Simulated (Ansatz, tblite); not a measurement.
# [SnBr3]-: one state, many levels

One table from this session's results is given with a row withheld; the runs are named, their logs left out.

Program: Ansatz 0.2.0, Gaussian basis. Level of theory: as each input shows. These are calculated values, not measurements.

Levels to be run: GFN1-xTB, GFN2-xTB, PBE-D4/def2-TZVPD, r2SCAN-D4/def2-TZVPD, LDA/def2-TZVPD, HF/def2-TZVPD, LC-ωPBE/def2-TZVPD, CAM-B3LYP-D4/def2-TZVPD, ωB97X-V/def2-TZVPD, revPBE-D4/def2-TZVPD, BHLYP-D4/def2-TZVPD, PBE-D4/def2-SVPD, PBE0-D4/def2-SVPD, CCSD(T)/def2-SVPD, RPA/def2-SVPD.

1 further run of the same task is left out (set aside as unsound or not needed). Runs told in other sessions of the task aren't counted.

**The geometry**

The singlet was relaxed beforehand with B3LYP-D4/def2-SVPD.

4 atoms, charge -1, spin multiplicity 1.

Bond lengths: Sn1–Br2 2.700 Å, Sn1–Br3 2.700 Å, Sn1–Br4 2.700 Å. Angles: Br2–Sn1–Br3 98.8°, Br2–Sn1–Br4 98.8°, Br3–Sn1–Br4 98.8°.

Sn takes a core potential in the def2 sets. No spin-orbit coupling is included. The ion is computed in the gas phase, without counter-ions or solvent.

PBE0-D4/def2-TZVPD was run before; its log isn't repeated, and its numbers join the tables.

Set-up of the first run:

Tight binding, by tblite at 300 K electronic temperature and without a spin-polarisation term:

```python
tblite.interface.Calculator('GFN1-xTB', numbers, positions, charge=-1, uhf=0).singlepoint()
```

Tight binding, by tblite at 300 K electronic temperature and without a spin-polarisation term:

```python
tblite.interface.Calculator('GFN2-xTB', numbers, positions, charge=-1, uhf=0).singlepoint()
```

start.molden holds the orbitals of an earlier run on this state, given as this run's starting guess.

in.yaml

```yaml
crystal:
  periodic: [false, false, false]
  atoms:
    - {symbol: Sn, position_ang: [-0.004096, 0.005782, 0.974139]}
    - {symbol: Br, position_ang: [2.367981, -0.032408, -0.314652]}
    - {symbol: Br, position_ang: [-1.155493, 2.062875, -0.341782]}
    - {symbol: Br, position_ang: [-1.208391, -2.036249, -0.317706]}
basis:
  gaussian: {orbitals: def2-TZVPD, initial_orbitals: start.molden}
total_charge: -1
hamiltonian: {xc: pbe, dispersion: d4}
scf: {omitted_lower_state_checks: [starts]}
output: {orbitals: {seedname: orbitals}}
```

Started as:

```
ansatz run in.yaml --threads 4 --pin off --events-out ev --progress --plain --max-ram 3916MiB
```

Steps of the session up to this table: PBE-D4/def2-TZVPD; r2SCAN-D4/def2-TZVPD; LDA/def2-TZVPD; HF/def2-TZVPD; LC-ωPBE/def2-TZVPD; CAM-B3LYP-D4/def2-TZVPD; ωB97X-V/def2-TZVPD; revPBE-D4/def2-TZVPD; BHLYP-D4/def2-TZVPD; PBE-D4/def2-SVPD; PBE0-D4/def2-SVPD; CCSD(T)/def2-SVPD; RPA/def2-SVPD.

One of the session's tables, all rows but one given; the rest of the session is left out.

```
                  level  HOMO (eV)  LUMO (eV)  gap (eV)
          HF/def2-TZVPD      -5.00       3.94      8.94
         LDA/def2-TZVPD      -2.23       1.49      3.72
       PBE-D4/def2-SVPD          ?          ?         ?
      PBE-D4/def2-TZVPD      -2.04       1.72      3.76
   revPBE-D4/def2-TZVPD      -1.98       1.79      3.77
   r2SCAN-D4/def2-TZVPD      -2.28       1.98      4.25
      PBE0-D4/def2-SVPD      -3.01       2.31      5.32
     PBE0-D4/def2-TZVPD      -2.98       2.34      5.32
    BHLYP-D4/def2-TZVPD      -3.81       2.95      6.76
CAM-B3LYP-D4/def2-TZVPD      -4.13       3.06      7.19
     LC-ωPBE/def2-TZVPD      -5.25       3.88      9.13
     ωB97X-V/def2-TZVPD      -4.99       3.87      8.86
```

Q: Estimate the row for PBE-D4/def2-SVPD from the others.

As computed: HOMO (eV): -2.07; LUMO (eV): 1.68; gap (eV): 3.75. In the column «HOMO (eV)» it lies between LDA/def2-TZVPD (-2.23) and PBE-D4/def2-TZVPD (-2.04).
